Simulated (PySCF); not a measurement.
# BF: bond curves at several levels of theory

One table from this session's results is given with a row withheld; the runs are named, their logs left out.

The runs use PySCF 2.14.0; B def2-SVPD, F def2-SVPD, no relativity.

Set-up of the first run:

Settings of the job:

- atoms: B, F
- charge: 0
- basis: B def2-SVPD, F def2-SVPD
- Hamiltonian: no relativity
- basis functions: 43
- electrons treated: 14
- masses in u: 11.0093, 18.9984
- levels: PBE0, PBE, r²SCAN, B97-3, B2PLYP, LDA, ωB97X, HF, MP2, SCS-MP2, CCSD, CCSD(T)
- grid: 80 radial by 434 angular points
- occupations: held fixed by the projection of orbital angular momentum
- dissociation limit: B + F, each in its ground configuration
- starting distance in angstrom: 1.430
- values of 2S to try: 0, 2

On the command line:

```sh
OMP_NUM_THREADS=1 python dia.py task.json out
```

Steps of the session up to this table: Input; The PBE0 curve of the state that the search chose; Other states along the same grid; PBE (GGA); r²SCAN (meta-GGA); B97-3 (global hybrid GGA); B2PLYP; LDA (local density); ωB97X (range-separated hybrid); RHF; Correlated methods on the Hartree–Fock reference.

One of the session's tables, all rows but one given; the rest of the session is left out.

It belongs to the step «The curves together». Energy (eV) from each level's lowest point:

| R (Å) | RHF | RHF-MP2 | RHF-SCS-MP2 | RHF-CCSD | RHF-CCSD(T) |
| --- | --- | --- | --- | --- | --- |
| 1.092 | 1.098 | 1.333 | 1.331 | n/a | n/a |
| 1.143 | 0.458 | 0.621 | 0.620 | 0.634 | 0.653 |
| 1.194 | 0.121 | 0.216 | 0.215 | 0.224 | 0.235 |
| 1.232 | ? | ? | ? | ? | ? |
| 1.270 | 0.000 | 0.000 | 0.000 | 0.000 | 0.000 |
| 1.308 | 0.058 | 0.014 | 0.014 | 0.010 | 0.004 |
| 1.359 | 0.217 | 0.117 | 0.117 | 0.109 | 0.096 |
| 1.422 | 0.506 | 0.342 | 0.342 | 0.330 | 0.307 |
| 1.499 | 0.933 | 0.698 | 0.697 | 0.681 | 0.646 |
| 1.600 | 1.562 | 1.244 | 1.242 | n/a | n/a |

**Question.** Estimate the row for R (Å) = 1.232.

Worked estimate for «RHF». A straight line through the neighbours (1.194, 0.121) and (1.270, 0.000) gives 0.121 + (0.000 − 0.121) × (1.232 − 1.194) / (1.270 − 1.194) = 0.060; a parabola fitted to 4 rows on both sides gives 0.009.

**Answer.** RHF: 0.014; RHF-MP2: 0.060; RHF-SCS-MP2: 0.060; RHF-CCSD: 0.064; RHF-CCSD(T): 0.070. In «RHF» the line misses by +0.046 and the parabola by -0.005.
